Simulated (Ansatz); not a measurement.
methanethiol (SMILES CS) moved off its minimum; all values from Ansatz (a first-principles code), cores frozen in correlated methods.
(charge 0, multiplicity 1)
```xyz
6

C     -1.05422    -0.48778     0.05148
S      0.52036     0.40336    -0.12726
H     -1.20012    -0.98170     1.07204
H     -1.81229     0.50558    -0.01507
H     -1.17485    -1.15250    -0.76797
H      1.20373    -0.82685     0.03693
```

Give the forces (eV/Å), the total energy and the dipole at CCSD(T)/aug-cc-pV(T+d)Z.


```json
[
 {"atom": "C1", "Fx": "-2.088", "Fy": "3.453", "Fz": "1.732"},
 {"atom": "S2", "Fx": "1.040", "Fy": "-2.223", "Fz": "0.487"},
 {"atom": "H3", "Fx": "0.287", "Fy": "0.709", "Fz": "-1.461"},
 {"atom": "H4", "Fx": "1.432", "Fy": "-3.093", "Fz": "0.093"},
 {"atom": "H5", "Fx": "-0.459", "Fy": "-0.521", "Fz": "-0.590"},
 {"atom": "H6", "Fx": "-0.212", "Fy": "1.674", "Fz": "-0.261"}
]
```
Energy -438.1592 hartree, dipole 1.42 D.
